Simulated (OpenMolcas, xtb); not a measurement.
# CHF2N (SMILES N=C(F)F): the dipole moment, rung by rung

The species is CHF2N (5 atoms), meant as a singlet with charge 0. As SMILES, `N=C(F)F`. Geometry: relaxed at GFN2-xTB.

Quantity: the dipole moment, in D. The values are calculated.

| level | kind | program | value (D) |
| --- | --- | --- | --- |
| GFN2-xTB | semi-empirical | xtb | 1.69 |
| GFN0-xTB | semi-empirical | xtb | 1.70 |
| GFN1-xTB | semi-empirical | xtb | 1.91 |
| HF/STO-3G | Hartree–Fock | OpenMolcas | 1.48 |
| HF/3-21G | Hartree–Fock | OpenMolcas | 1.97 |
| HF/ANO-L-VDZ (Cholesky decomposition) | Hartree–Fock | OpenMolcas | 2.24 |
| HF/def2-SVP | Hartree–Fock | OpenMolcas | 1.67 |
| HF/aug-cc-pVDZ | Hartree–Fock | OpenMolcas | 1.51 |
| BP86/6-311+G** | GGA | OpenMolcas | 1.48 |
| PBE0/STO-3G | global hybrid | OpenMolcas | 1.49 |

The values span 1.48 to 2.24 D. Sets without polarisation functions give poor dipoles.
